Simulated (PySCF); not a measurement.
O3, SMILES O=[O+][O-] (connectivity only; charge and spin as stated), charge -1, multiplicity 2. Coordinates come from a PBE0-D3(BJ)/def2-TZVPD optimisation. The isomer is the one that the SMILES or the coordinates give; other isomers of the formula were not compared.

Level of theory: PBE0-D3(BJ)/def2-TZVPD run with PySCF.

Harmonic wavenumbers (cm⁻¹): 630, 959, 1122. Rotational constants (GHz): 94.31, 12.54, 11.06; symmetry number 2.

### Question
Work out the zero-point energy and the ideal-gas rigid-rotor harmonic-oscillator thermochemistry at 298.15 K and 1 atm.

### Answer
ZPE = ½ Σ hcν = ½ × 2710 cm⁻¹ = 16.21 kJ/mol. H − E(el) = 26.68 kJ/mol. Entropy in J/(mol K): translation 157.03, rotation 80.99, vibration 2.38, spin 5.76, total 246.16. G − E(el) = -46.71 kJ/mol. Cp = 40.19 J/(mol K).
